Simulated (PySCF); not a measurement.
## Mayer bond orders and bond lengths

Propane, C3H8.
Numbering: `[CH3:1][CH2:2][CH3:3]` (hydrogens: H4, H5, H6 on C1; H7, H8 on C2; H9, H10, H11 on C3)

Cartesian coordinates in Å at the GFN2-xTB level; atoms count from 1:
```
atom  x, y, z in Å
C1    -1.2539    0.2548   -0.0718
C2    -0.0028   -0.4767    0.3988
C3     1.2574    0.1019   -0.2328
H4    -2.1442   -0.1682    0.3882
H5    -1.2000    1.3091    0.1915
H6    -1.3564    0.1779   -1.1524
H7     0.0722   -0.4047    1.4864
H8    -0.0836   -1.5354    0.1417
H9     1.2109    0.0226   -1.3168
H10    2.1398   -0.4314    0.1132
H11    1.3660    1.1526    0.0280
```

Bond orders from the PBE0/pcSseg-1 density (PySCF). Geometry: GFN2-xTB; no solvent, vibrations or thermal averaging.

Question: Where do the orders between heavy atoms depart from those drawn in the SMILES?

Answer: The largest departure is 0.053, at C1–C2 (drawn single, 1.053) and C2–C3 (drawn single, 1.053).

Question: Set the Mayer orders of the bonds beside their lengths.

Answer: 
```tsv
bond	drawn as	length (Å)	Mayer order
C1–C2	single	1.524	1.053
C2–C3	single	1.524	1.053
C1–H4	single	1.088	0.971
C1–H5	single	1.088	0.969
C1–H6	single	1.088	0.969
C2–H7	single	1.092	0.956
C2–H8	single	1.092	0.956
C3–H9	single	1.088	0.969
C3–H10	single	1.088	0.971
C3–H11	single	1.088	0.969
```

Question: Sum the orders of all bonds at each heavy atom with more than one neighbour and set the sums beside the valence in the SMILES.

Answer: C1 3.962 (drawn 4), C2 4.018 (drawn 4), C3 3.962 (drawn 4). Orders between atoms that aren't bonded are not in these sums.

The Mayer order sums products of elements of PS (density times overlap matrix) between the two atoms' basis functions, so it depends on the basis set.

These values come from a run that also computed NMR shieldings. Time: 4.1 s. Hardware: one thread of an x86-64 server, on a shared host.
